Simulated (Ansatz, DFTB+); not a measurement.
C axis length (Å) of solids drawn from the class of elemental solids other than molecular ones, at two levels: GFN1-xTB as cut by DFTB+ (DFTB+), and r²SCAN (Ansatz, an electronic-structure program, plane waves, PAW).

| solid | GFN1-xTB as cut by DFTB+ | r²SCAN | shift (%) |
|---|---|---|---|
| double-hcp La | 16.955 | 12.039 | -29 |
| hcp Mg | 6.340 | 5.152 | -18.7 |
| hcp Hf | 5.112 | 5.044 | -1.33 |
| hcp Zr | 6.169 | 5.153 | -16.5 |
| hcp Tl | 4.252 | 5.570 | +31 |
| hcp Be | 3.790 | 3.564 | -5.96 |
| hcp Os | 4.404 | 4.317 | -1.98 |
| hcp Ru | 4.367 | 4.261 | -2.43 |
| hcp Lu | 8.548 | 5.454 | -36 |
| hcp Tc | 4.584 | 4.382 | -4.41 |

The shifts run from -36 % to +31 %, with a median of -5.18 %.

Over all 10 rows r²SCAN is the larger in 1.

Ansatz's runs of these crystals have no spin polarisation.

Spin–orbit coupling is left out, also for the solids with elements from indium on (double-hcp La, hcp Hf, hcp Tl, hcp Os, hcp Lu); its size isn't shown.

Caveats: codes differ in how they cut the long-range tail of xTB's charge interaction in a crystal, so the value belongs to this code (GFN1-xTB as cut by DFTB+: double-hcp La, hcp Mg, hcp Hf, hcp Zr, hcp Tl, hcp Be and 4 more); the cell moved over 20 % in volume from its start (GFN1-xTB as cut by DFTB+: double-hcp La, hcp Mg, hcp Hf, hcp Zr, hcp Tl, hcp Be and 1 more); the method was fitted mainly to molecules (GFN1-xTB as cut by DFTB+: double-hcp La, hcp Mg, hcp Hf, hcp Zr, hcp Tl, hcp Be and 4 more). Ansatz's density-functional and Hartree–Fock values are scalar-relativistic unless marked +SOC, with PAW data made under PBE.
